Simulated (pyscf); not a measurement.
AuH + F–SiH₃ → F–Au + silane (SiH₄), a four-centre exchange (singlet surface; Au–H, F–Si broken, Au–F, H–Si formed). Optimised with ωB97X-D3(BJ)/def2-SVP in PySCF. Energies in eV from the separated reactants.

Small-basis levels: PySCF, no dispersion term, spherical d functions. AM1 to PM7: differences of heats of formation from MOPAC, which are fitted to 298 K values and so differ in kind from electronic energies by zero-point and thermal terms. Cost: rough CPU time at the saddle relative to B3LYP/6-31G*+LANL2DZ, from one job on a shared machine.

```csv
level,barrier,reaction energy,cost
SVWN5/6-31G*+LANL2DZ,2.31,+2.73,1.0
BP86/6-31G*+LANL2DZ,2.57,+2.50,1
PBE/6-31G*+LANL2DZ,2.45,+2.46,1
B3LYP/LANL2DZ,2.08,+1.66,0.7
B3LYP/6-31G*+LANL2DZ,2.68,+2.55,1
M06-2X/6-31G*+LANL2DZ,2.47,+2.61,2
B3LYP/6-311+G**+LANL2DZ,2.60,+2.46,1
PBE/def2-SVP,2.46,+2.37,2
PM7,3.49,+5.65,under 0.02
ωB97M-D3(BJ)/def2-TZVP,2.42,+2.45,–
```

Against the last row the barrier runs from -0.34 (B3LYP/LANL2DZ) to +1.07 eV (PM7). ωB97M-D3(BJ)/def2-TZVP has limits of its own. On the reactant side the descent ends in a bound adduct (not fully relaxed), 0.48 eV under the separated species and 2.75 eV under the saddle at ωB97X-D3(BJ)/def2-TZVP. On the product side the descent ends in a complex, 0.18 eV under the separated species and 0.07 eV under the saddle at ωB97X-D3(BJ)/def2-TZVP. At ωB97M-D3(BJ) the saddle lies under the separated products, which points to a path from their complex (located at ωB97X-D3(BJ) alone), and parting the products costs more than the saddle. The products may also form a dative adduct at F–Au; it and routes through it were not searched. At ωB97X-D3(BJ)/def2-TZVP the barrier from the zero used here is 2.27 eV. This is the saddle that the search found; another between the same sides may lie lower. In the def2 sets elements past Kr carry core potentials, without spin-orbit coupling.
